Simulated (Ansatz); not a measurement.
Energy needed to pull apart AlSiNH₂, closed shell, into free ground-state atoms, from the structure below (at a frame of a short PBE0-D4/def2-SVP trajectory); no zero-point or spin–orbit terms; open-shell atoms are treated unrestricted, in their ground-state multiplicity.

```
atom    x (Å)    y (Å)    z (Å)
  N1   0.3963  -1.9694   2.3796
 Si2   0.2147  -0.9182   1.1782
 Al3  -0.1270   0.5903  -0.7322
  H4  -1.2339   0.2367  -1.8254
  H5   0.6790   1.9159  -1.1266
```

Computed with Ansatz 0.2.0 (basis: def2-TZVPP); correlated methods freeze the cores.

```
   method  atomization energy (kJ/mol)
   PBE-D4                         1240
r2SCAN-D4                         1190
  PBE0-D4                         1152
  wB97M-V                         1167
       HF                            ?
      MP2                         1212
     CCSD                            ?
  CCSD(T)                         1157
```

Problem. What does HF give? (To be estimated.)

Solution. Computed: 577 kJ/mol, which is about 580 kJ/mol less than CCSD(T)/def2-TZVPP.

Problem. What does CCSD give? (An estimate is asked for; the value comes from the calculation.)

Solution. The calculation gives: 1090 kJ/mol, which is about 67 kJ/mol less than CCSD(T)/def2-TZVPP.

In triple zeta the MP2 and coupled-cluster atomization energies are still short of their basis limit by a few kcal/mol a bond, whereas those of the functionals are nearly converged, so these differences are not deviations from converged CCSD(T).

No T1 diagnostic of these runs exceeds 0.033. The T1 diagnostic is large here, which may signal multireference character or strong orbital relaxation, so CCSD(T) is less sure. The restricted Hartree–Fock reference is unstable towards an unrestricted one here.

For scale, one of the runs: CCSD(T)/def2-TZVPP forces, 143 basis functions, launched by `ansatz run in.yaml --threads 2 --pin off --events-out ev --progress --plain --max-ram 3481MiB`. Hardware: 2 CPU threads of an Intel Xeon, shared host. Wall time 2.2 min; peak host memory 1.3 GiB.
